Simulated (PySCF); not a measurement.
Species: C3H7FS.
Z-matrix (Å and degrees, PBE0-D3(BJ)/def2-SVP geometry), rows numbered from 1:
```
F 
C   1  1.3753
C   2  1.5112  1  110.33
C   3  1.5197  2  112.73  1   -60.13
S   4  1.8166  3  114.30  2  -179.22
H   2  1.1049  1  108.07  3  -121.54
H   2  1.1033  1  108.39  3   121.45
H   3  1.1023  2  108.97  1   177.49
H   3  1.1032  2  108.82  1    61.74
H   4  1.1022  3  110.50  2   -61.77
H   4  1.0995  3  110.52  2    56.03
H   5  1.3505  4   96.59  3   -66.39
```

The closed-shell ground state was solved at several levels (PySCF, density fitting, gas phase, non-relativistic).

```tsv
level	basis functions	HOMO (eV)	LUMO (eV)	gap (eV)	dipole (D)
PBE0/pcSseg-1	127	-6.89	0.55	7.44	1.54
CAM-B3LYP/def2-SVPD	166	-8.30	0.93	9.23	1.57
```

(1) What might PBE0/pcSseg-2 (285 basis functions) give for the same quantities?

(2) Over all these levels, which gives the widest orbital gap and which the narrowest?

(3) How far do the dipole and the HOMO energy spread over the levels?

Answers

(1) HOMO -6.92 eV, LUMO 0.12 eV, gap 7.04 eV, dipole 1.52 D.

(2) CAM-B3LYP/def2-SVPD (range-separated hybrid) has the widest, 9.23 eV, and PBE0/pcSseg-2 (global hybrid, 25 % exact exchange) the narrowest, 7.04 eV. Functional and basis both differ between the two, so the spread mixes both effects.

(3) The dipole runs from 1.52 to 1.57 D (mean 1.54 D) and the HOMO from -8.30 to -6.89 eV.

One conformer stands for the species.
